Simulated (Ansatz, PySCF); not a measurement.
This PySCF input computes a PBE0/def2-TZVPD energy:

```python
from pyscf import gto, scf, dft

mol = gto.M(
    atom='''
    O    -0.00091616   -0.01015443    0.67280603
    C     0.00071614    0.00793741   -0.52591197
    H    -0.00265489    0.95544190   -1.09932737
    H     0.00568738   -0.92183092   -1.12764904
    ''',
    basis='def2-tzvpd',
    charge=0,
    spin=0,
    verbose=4,
)

mf = dft.RKS(mol, xc='pbe0').density_fit(auxbasis='def2-universal-jkfit')
mf.grids.level = 3
mf.conv_tol = 1e-9
mf.max_cycle = 100
mf.max_memory = 1500
mf.kernel()
if not mf.converged:
    mf = mf.newton()
    mf.kernel(mf.make_rdm1())
mf.analyze()
```

Q: Write an input for the same energy in Ansatz (a quantum-chemistry and plane-wave program) and say what it gives.

A: 
Ansatz 0.2 input:
```yaml
crystal:
  periodic: [false, false, false]
  atoms:
    - {symbol: O, position_ang: [-0.00091616, -0.01015443, 0.67280603]}
    - {symbol: C, position_ang: [0.00071614, 0.00793741, -0.52591197]}
    - {symbol: H, position_ang: [-0.00265489, 0.95544190, -1.09932737]}
    - {symbol: H, position_ang: [0.00568738, -0.92183092, -1.12764904]}
basis:
  gaussian:
    orbitals: def2-TZVPD
hamiltonian:
  xc: {name: PBE0}
output: {forces: true}
```
It gives -114.41951 Eh, and PySCF -114.41953 Eh, a difference of 0.02 mEh, from the treatment of integrals and grids.
